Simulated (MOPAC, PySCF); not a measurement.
CH4O, SMILES `OC`, neutral singlet in the gas phase. 

Cartesian coordinates (Å):
```xyz
6

C     -0.3608     0.0308    -0.0183
O      0.9110    -0.5865    -0.1581
H     -0.5893     0.2775     1.0247
H     -0.4489     0.9400    -0.6239
H     -1.1000    -0.6877    -0.3700
H      1.5880     0.0259     0.1456
```
Charge 0, multiplicity 1.

All levels are single points at this geometry (B3LYP-D3(BJ)/def2-TZVP); Pople sets use spherical d functions. Orbital energies aren't observables, and empty levels follow the basis.

| level | HOMO (eV) | LUMO (eV) | gap (eV) | dipole (D) | vertical IE, Delta-SCF (eV) |
|---|---|---|---|---|---|
| B3LYP-D3(BJ)/def2-TZVP in PySCF | -7.64 | 0.69 | 8.34 | 1.70 | – |
| M06-2X/def2-TZVP in PySCF | -9.63 | 1.70 | 11.33 | 1.75 | – |
| PBE-D3(BJ)/def2-TZVP in PySCF | -6.15 | 0.21 | 6.37 | 1.62 | – |
| M06-2X/6-31G* in PySCF | -9.24 | 3.46 | 12.70 | 1.76 | – |
| PBE/6-31G* in PySCF | -5.62 | 1.48 | 7.10 | 1.61 | 10.41 |
| SVWN5/6-31G* in PySCF | -5.68 | 1.33 | 7.01 | 1.67 | 10.56 |
| HF/3-21G in PySCF | -11.79 | 7.22 | 19.01 | 2.10 | – |
| PM3 in MOPAC | -11.20 | 3.38 | 14.58 | 1.52 | – |
| PM7 in MOPAC | -10.75 | 2.88 | 13.63 | 2.00 | – |
